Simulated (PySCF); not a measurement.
Gas-phase reaction: 2 AlCl3.NH3 + 2 AlCl = 4 AlHCl2 + N2 + 2 H

Computed with PySCF (xtb for GFN2) and rigid-rotor harmonic-oscillator thermochemistry at 1 bar. † marks an energy on the PBE0/def2-TZVP geometry and frequencies; other levels use their own. MP2 and CCSD(T) freeze the core. Open shells (unrestricted): H (multiplicity 2); the rest are closed-shell singlets. GFN2 has no spin-polarisation term. Adducts (AlCl3.NH3) have no counterpoise correction, and HF, PBE, BLYP, B3LYP and PBE0 lack dispersion. AlHCl2: computed as isolated molecules; such fragments, hydroxides, amides, oligomers or adducts are transient or little studied in the gas. MP2 isn't extrapolated to the basis-set limit; its ΔH°(298 K) is 589.2 kJ in def2-SVP and 639.3 kJ in def2-TZVPP. CCSD(T) isn't extrapolated to the basis-set limit. The harmonic model lacks anharmonicity and excited electronic states, which grow with temperature; levels with a mode under 35 cm⁻¹ are left out. Soft modes under 120 cm⁻¹ make the harmonic entropy rough for AlCl3.NH3.

| level | ΔE electronic, kJ | ΔH°(298 K), kJ | ΔS°(298 K), J/K | ΔG°(600 K), kJ |
|---|---|---|---|---|
| CCSD(T)/def2-SVP† | 733 | 624 | 376 | 396 |
| GFN2-xTB | 511 | 414 | 358 | 198 |
| MP2/def2-TZVPP† | 749 | 639 | 376 | 411 |
| PBE/def2-SVP | 779 | 676 | 379 | 447 |
| PBE/def2-TZVP† | 766 | 657 | 376 | 429 |
| PBE0/def2-SVP† | 802 | 692 | 376 | 465 |
| r2SCAN/def2-TZVP† | 767 | 658 | 376 | 430 |
ΔH° is lowest at GFN2-xTB and highest at PBE0/def2-SVP†. No reference value is set beside these.
